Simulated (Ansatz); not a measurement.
System: rhombohedral A7 As. Method: HSE06 (plane waves, PAW; Ansatz, a first-principles code).

Run with plane-wave cutoff 500 eV, 8×8×8 k mesh, Fermi–Dirac smearing 0.05 eV, scalar-relativistic PAW data made under PBE.

Computed at the level's own relaxed cell.

Q: Predict the volume per atom, lattice parameter a and c axis length.

A: 
- volume per atom = 31.53 Å³/atom
- lattice parameter a = 3.569 Å
- c axis length = 17.153 Å

Measured, for comparison: lattice constant a 3.760 Å, lattice parameter c 10.441 Å (4 K, zero-point motion not removed; as tabulated in Schiferl, Barrett, J. Appl. Cryst. 2, 30 (1969), as in the American …). Computed (rounded) less measured: lattice constant a -5.1 %, lattice parameter c +64.3 %.

Note: exact exchange on metals is sensitive to the k mesh and can open a false gap; the cell comes from a level without a dispersion term, which matters for the spacing of layers, chains or molecules.

Computed values are for the static lattice.
